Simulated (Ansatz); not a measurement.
# CHNS: a ladder of functionals and wavefunction methods

How much do the methods differ for CHNS? The plan is to run it at one geometry with functionals of several rungs and with coupled cluster, and see how far each lands from CCSD(T) at the basis-set limit for the atomisation energy.

Program: Ansatz 0.2.0, Gaussian basis. Level of theory: functionals in def2-TZVPP, the program's frozen cores in correlated methods. These are calculated values, not measurements.

Levels to be run: LDA (SPW92), PBE-D4, revPBE-D4, BLYP-D4, r2SCAN-D4, B97M-V, PBE0-D4, B3LYP-D4, r2SCANh-D4, r2SCAN0-D4, HSE06-D4, BHLYP-D4, CAM-B3LYP-D4, LC-ωPBE, ωB97X-V, ωB97M-V, B2PLYP, PBE-QIDH; CCSD(T)/def2-SVP; CCSD(T)/def2-TZVPP; CCSD(T)/def2-QZVPP; extrapolation to the limit; RPA on PBE.

## (1) The geometry

The geometry comes from an earlier relaxation with PBE0-D4 in a triple-zeta def2 set; it is a stationary point.

SMILES `N=C=S`, 4 atoms, charge 0, spin multiplicity 1.

Atoms are counted from 1 here; the program's logs count them from 0.

Bond lengths: N1–C2 1.197 Å, N1–H4 1.004 Å, C2–S3 1.563 Å. Angles: C2–N1–H4 132.5°, N1–C2–S3 174.4°.

Geometry (Å):

```xyz
4
CHNS
N    -0.25215    0.63619   -0.47210
C     0.30680   -0.20489    0.17128
S     1.16654   -1.23476    0.97404
H    -1.22119    0.80346   -0.67322
```

## (2) LDA

This LDA is Slater exchange with PW92 correlation.

Contents of in.yaml:

```yaml
crystal:
  periodic: [false, false, false]
  atoms:
    - {symbol: N, position_ang: [-0.252146, 0.636187, -0.472101]}
    - {symbol: C, position_ang: [0.306796, -0.204888, 0.171285]}
    - {symbol: S, position_ang: [1.166543, -1.234764, 0.974044]}
    - {symbol: H, position_ang: [-1.221193, 0.803455, -0.673219]}
basis:
  gaussian: {orbitals: def2-TZVPP}
hamiltonian: {xc: lda}
output: {orbitals: {seedname: orbitals}}
```

On the command line:

```bash
> ansatz run in.yaml --threads 2 --pin off --events-out ev --progress --plain --max-ram 32768MiB --backend cpu
```

Further steps of the session: PBE-D4 (GGA); revPBE-D4 (GGA); BLYP-D4 (GGA); r2SCAN-D4 (meta-GGA); B97M-V (meta-GGA); PBE0-D4 (hybrid); B3LYP-D4 (hybrid); r2SCANh-D4 (hybrid); r2SCAN0-D4 (hybrid); HSE06-D4 (hybrid); BHLYP-D4 (hybrid); CAM-B3LYP-D4 (range-separated); LC-ωPBE (range-separated); ωB97X-V (range-separated); ωB97M-V (range-separated); B2PLYP (double hybrid); PBE-QIDH (double hybrid); CCSD(T) in def2-SVP; CCSD(T) in def2-TZVPP; CCSD(T) in def2-QZVPP; RPA on PBE orbitals.

Q: Predict the results of all the runs planned. Wanted: atomisation energy, CCSD(T)/CBS; farthest beyond LDA; mean size of error, GGA; mean size of error, meta-GGA; mean size of error, hybrid; mean size of error, range-separated; mean size of error, double hybrid; gap, smallest and largest; T1 diagnostic.

**Answer**, as computed:

| quantity | value |
| --- | --- |
| atomisation energy, CCSD(T)/CBS | 1583.0 kJ/mol |
| functionals within 7.9 kJ/mol (0.5 %) | r2SCANh-D4, LC-ωPBE, PBE-QIDH |
| farthest beyond LDA | PBE-D4 (+129.0 kJ/mol) |
| mean size of error, GGA | 90.9 kJ/mol |
| mean size of error, meta-GGA | 38.6 kJ/mol |
| mean size of error, hybrid | 39.8 kJ/mol |
| mean size of error, range-separated | 15.7 kJ/mol |
| mean size of error, double hybrid | 7.6 kJ/mol |
| gap, smallest and largest | 4.37 eV (BLYP-D4), 11.29 eV (LC-ωPBE) |
| T1 diagnostic | 0.0188 |
| triples share of the correlation energy | 5.5 % |

In words: LDA overbinds by 353.1 kJ/mol (22 %). PBE-D4 is off by +129.0 kJ/mol. Double hybrids carry the basis error of their MP2 part in triple zeta, and no dispersion term here, so their miss is partly the set-up's. By mean error the best rung here is double hybrid (7.6 kJ/mol) and the worst beyond LDA is GGA (90.9 kJ/mol). Misses under about 7.9 kJ/mol are within the doubt on the reference itself, which lacks core-valence correlation, relativity and higher excitations. Hartree-Fock recovers 61 % of the binding; the rest is correlation. CCSD(T) in def2-SVP is off by -118.8 kJ/mol, so the small basis spoils what the method gains. The gap grows from 4.4 to 11.3 eV across the functionals, mostly with the share of exact exchange.
